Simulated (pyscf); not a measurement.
Thermochemistry of product channels of H₃C–Be–CH₃ on the singlet surface, in kJ/mol, from ωB97M-D3(BJ)/def2-TZVP energies (ideal gas, 1 atm, RRHO with modes under 100 cm⁻¹ raised to 100, one conformer, R ln 2 for rigid chiral ones). Optimised with ωB97X-D3(BJ)/def2-SVP in PySCF.

```csv
products,ΔE,ΔH(298 K),ΔG(900 K),ΔG(1200 K)
:HC–Be–CH₃ [singlet] + H₂,+534.9,+503.9,+368.1,+320.3
HBe–CH₃ + CH₂ [singlet],+527.8,+500.3,+369.4,+326.4
```

These are energies of the channels, which say nothing of barriers. :HC–Be–CH₃ [singlet] is an excited spin state, 122.8 kJ/mol over the triplet at ωB97X-D3(BJ). CH₂ [singlet] is an excited spin state, 37.3 kJ/mol over the triplet at ωB97X-D3(BJ). 2 of the closed-shell references are unstable towards spin polarisation; treat their single-reference values with care.
